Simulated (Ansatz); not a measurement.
# SiH₂ (triplet): from a generated start to a stationary point

Where does this start of SiH₂ (triplet) end when it is relaxed?

Computed with Ansatz 0.2.0, Gaussian basis. Level: UKS PBE0/def2-SVP.

### 1 The system as given

3 atoms, charge 0, spin multiplicity 3.

Atoms are counted from 1 here; the program's logs count them from 0.

Bond lengths: Si1–H2 1.458 Å, Si1–H3 1.458 Å. Angles: H2–Si1–H3 110.9°.

The start is a generated structure. Sticks and bond lists go by distance. 

### 2 The run

in.yaml reads:

```yaml
crystal:
  periodic: [false, false, false]
  atoms:
    - {symbol: Si, position_ang: [0.611270, 0.451760, 0.218260]}
    - {symbol: H, position_ang: [0.952980, 0.765970, 1.600750]}
    - {symbol: H, position_ang: [1.545870, 1.084200, -0.705300]}
basis:
  gaussian: {orbitals: def2-SVP}
magnetization: {spin_polarized: true, initial_magnetization: 2}
hamiltonian: {xc: pbe0}
relax: {f_tol: 0.01, max_steps: 150}
```

On the command line:

```console
ansatz run in.yaml --threads 1 --pin off --events-out ev --progress --plain --max-ram 24576MiB --backend cuda --devices 0, --max-vram 18GiB
```

Q: Predict the outcome of this session. Wanted: energy gained; shift from the start; total energy; dipole moment; ⟨S²⟩.

The runs gave:

| quantity | value |
| --- | --- |
| steps | 4 |
| energy gained | 0.058 eV |
| shift from the start (rms) | 0.077 Å |
| total energy | -7901.1510 eV |
| dipole moment | 0.03 D |
| ⟨S²⟩ | 2.003 |

What this shows: The bonds of the start are those of the end. Si1–H3 went from 1.458 to 1.493 Å. No vibrations were run, so this is a stationary point, not a proven minimum, and this spin need not be the ground state's.
